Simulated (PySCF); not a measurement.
# NMR data sheet: cis-1,2-difluoroethene

| Property | Result |
| --- | --- |
| Formula | C2H2F2 |
| SMILES | F/C=C\F |
| Point group of the computed structure | C2v |
| Degrees of unsaturation | 1 |
| Carbon signals | 1 |
| Proton signals | 1 |

Atom-mapped SMILES (the numbers label the heavy atoms): `[F:1]/[CH:2]=[CH:3]\[F:4]`. Each H is labelled by its parent atom.

Computed data (PySCF): PBE0-D3(BJ)/def2-TZVP structure, shielding tensors at PBE0/pcSseg-2 (GIAO). Single conformer, gas phase, no relativistic terms, averaged over atoms made equivalent by symmetry, fast rotation or ring inversion.

Scale: 1H, 13C against TMS; 19F against CFCl3 (reference shieldings calculated alike).

```tsv
carbon	δC, type	δH (multiplicity)	HMBC from (2–3 bonds)	span of the C tensor (ppm)
C2/C3	148.5, CH	6.43 (m)	H(C2)/H(C3)	135
```

Other nuclei:
| atoms | nucleus | environment | δ (ppm) | σ (ppm) |
| --- | --- | --- | --- | --- |
| F1/F4 | 19F | vinylic fluorine | -165.3 | 339.7 |

Carbon types of the structure: 2 × CH, which accounts for all hydrogens. δC 148.5: alkene CH; an sp2 carbon of a C=C bond. δH 6.43: hydrogen on an alkene CH; a vinylic proton, deshielded by the sp2 carbon and the C=C anisotropy.

Splittings by 19F in the carbon and heteronuclear signals aren't shown, as no couplings were computed. Shifts are as computed. Against solution values, carbons near 30 ppm lie about +3 ppm off and those near 130 ppm about +9 ppm. Of 1211 compounds with measured shifts, 218 miss one by over three times the rms of a fit or turn the order of signals round; such compounds aren't used in these exercises. Unscaled 19F shifts against computed CFCl3 carry errors that often reach 10 to 50 ppm.
